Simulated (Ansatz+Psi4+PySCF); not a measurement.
# doublet SH: levels of theory in one basis

```xyz
2

S     0.0000    0.0000    0.0788
H     0.0000    0.0000   -1.2614
```

Basis set: cc-pVTZ on H; cc-pV(T+d)Z on S (spherical functions). Correlated methods keep 5 orbitals frozen. Correlation on ROHF uses semicanonical orbitals with singles. Charge 0, multiplicity 2.

Computed with Ansatz (development build ahead of 0.2.0) and Psi4 1.11; each method stands on the lowest determinant of its kind that the runs found.

```tsv
method	E − E(ROHF) (eV)	<S²> of the determinant
ROHF	0.00	0.75
UHF	-0.15	0.76
ROHF-MP2	-4.30	–
UHF-MP2	-4.27	0.76
ROHF-CCSD	-4.95	–
UHF-CCSD	-4.96	0.76
```

(1) What does ROHF-CCSD(T) give on the same scale?

## Answers

(1) -5.13 eV.
